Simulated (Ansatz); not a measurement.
**HBC, singlet: reading a ladder of total energies**

Geometry: a point of a breathe scan, not a stationary point.

```yaml
atoms:
  - { symbol: B, position_ang: [0.0000, 0.0000, 0.1069] }
  - { symbol: C, position_ang: [0.0000, 0.0000, -1.5286] }
  - { symbol: H, position_ang: [0.0000, 0.0000, 1.4217] }
```

Basis 6-31G; Ansatz 0.2.0. Only valence electrons are correlated (noble-gas cores frozen), which leaves 8 electrons in 18 orbitals. R marks a restricted (for open shells ROHF) determinant.

Full CI is exact within this basis and frozen core; it isn't the basis-set limit.

The determinant fills πx and πy unequally, so it is a mixture of Σ and Δ, which weighs on every level built on one determinant.

Runs differ by some tens of microhartree through their thresholds, so steps under 0.03 kcal/mol mean nothing.

```
    level  total energy (hartree)
      RHF              -62.839503
     RMP2              -62.960209
    RCCSD              -62.992291
 RCCSD(T)              -62.997860
   RCCSDT              -62.999360
RCCSDT(Q)              -63.000813
 RCCSDTQ*              -63.001904
  full CI              -63.002091
```

What is the correlation energy at full CI, and what share of it do RMP2 and RCCSD(T) recover?

E(corr) = -63.002091 − (-62.839503) = -0.162588 hartree = -4.424 eV. RMP2: -0.120706 / -0.162588 = 74.24 %. RCCSD(T): -0.158357 / -0.162588 = 97.40 %.

By how many kcal/mol does RCCSD(T) miss full CI (1 hartree = 627.509 kcal/mol), and which steps make up the rest?

-62.997860 − (-63.002091) = 0.004231 hartree = 2.65 kcal/mol. Steps: RCCSDT − RCCSD(T) = -0.94, RCCSDT(Q) − RCCSDT = -0.91, RCCSDTQ − RCCSDT(Q) = -0.68, full CI − RCCSDTQ = -0.12 kcal/mol. With more than one leading determinant such errors change with state and geometry, and needn't cancel in differences.

An asterisk marks runs whose energy the program itself flagged as in doubt.
